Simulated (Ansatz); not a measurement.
Process, species as SMILES: [C-]#[NH+] (C-NH) → C atom + H atom + N atom
B3LYP-D3(BJ)/def2-TZVP geometries, fixed; electronic energies without zero-point terms.

How fast the atomisation energy converges with the basis for several methods (Ansatz, a first-principles code): deviation from each method's own reference, in kcal/mol. References: B2PLYP 300.44 kcal/mol, the value in pcseg-4; CCSD(T) 296.73 kcal/mol, Hartree-Fock in aug-cc-pVQZ plus the correlation part extrapolated as X^-3 from aug-cc-pVTZ and aug-cc-pVQZ; HF 190.17 kcal/mol, the value in pcseg-4; MP2 306.03 kcal/mol, Hartree-Fock in aug-cc-pVQZ plus the correlation part extrapolated as X^-3 from aug-cc-pVTZ and aug-cc-pVQZ; PBE 311.42 kcal/mol, the value in pcseg-4; PBE0 297.82 kcal/mol, the value in pcseg-4. Cartesian d functions, on some or all atoms, in 6-31G**, 6-31+G*; all else is spherical. In correlated methods cores are frozen. Open shells are unrestricted. No added dispersion term, no relativity. 

```json
[
 {"basis": "STO-3G", "functions": "11", "B2PLYP": "-32.56", "CCSD(T)": "-56.37", "HF": "-26.94", "MP2": "-69.66", "PBE": "-7.42", "PBE0": "-12.50"},
 {"basis": "pcseg-0", "functions": "20", "B2PLYP": "-32.09", "CCSD(T)": "-50.84", "HF": "-28.57", "MP2": "-56.97", "PBE": "-18.58", "PBE0": "-21.56"},
 {"basis": "6-31G**", "functions": "35", "B2PLYP": "-11.79", "CCSD(T)": "-24.98", "HF": "-5.26", "MP2": "-26.88", "PBE": "-4.48", "PBE0": "-4.87"},
 {"basis": "6-31+G*", "functions": "40", "B2PLYP": "-13.98", "CCSD(T)": "-29.14", "HF": "-6.83", "MP2": "-30.31", "PBE": "-7.26", "PBE0": "-7.14"},
 {"basis": "def2-SVPD", "functions": "48", "B2PLYP": "-3.21", "CCSD(T)": "-16.15", "HF": "1.98", "MP2": "-16.65", "PBE": "3.04", "PBE0": "2.40"},
 {"basis": "aug-cc-pVDZ", "functions": "55", "B2PLYP": "-13.32", "CCSD(T)": "-27.74", "HF": "-7.30", "MP2": "-27.12", "PBE": "-7.24", "PBE0": "-7.24"},
 {"basis": "pcseg-2", "functions": "74", "B2PLYP": "-2.65", "CCSD(T)": "-8.67", "HF": "-0.02", "MP2": "-9.67", "PBE": "-0.29", "PBE0": "-0.28"},
 {"basis": "def2-TZVPP", "functions": "76", "B2PLYP": "-3.15", "CCSD(T)": "-9.93", "HF": "-1.00", "MP2": "-10.41", "PBE": "-0.35", "PBE0": "-0.57"},
 {"basis": "def2-TZVPPD", "functions": "91", "B2PLYP": "-2.95", "CCSD(T)": "-9.61", "HF": "-0.98", "MP2": "-9.91", "PBE": "-0.17", "PBE0": "-0.46"},
 {"basis": "jun-cc-pV(T+d)Z", "functions": "92", "B2PLYP": "-3.48", "CCSD(T)": "-10.16", "HF": "-1.36", "MP2": "-10.50", "PBE": "-0.88", "PBE0": "-1.00"},
 {"basis": "aug-cc-pVTZ", "functions": "115", "B2PLYP": "-3.07", "CCSD(T)": "-8.91", "HF": "-1.24", "MP2": "-9.24", "PBE": "-0.84", "PBE0": "-0.93"},
 {"basis": "cc-pV5Z", "functions": "237", "B2PLYP": "-0.29", "CCSD(T)": "-2.19", "HF": "-0.36", "MP2": "-2.10", "PBE": "0.10", "PBE0": "-0.01"}
]
```

Mean absolute deviation over pcseg-2, def2-TZVPP, def2-TZVPPD, jun-cc-pV(T+d)Z, aug-cc-pVTZ: PBE 0.50, PBE0 0.65, HF 0.92, B2PLYP 3.06, CCSD(T) 9.46, MP2 9.95 kcal/mol.
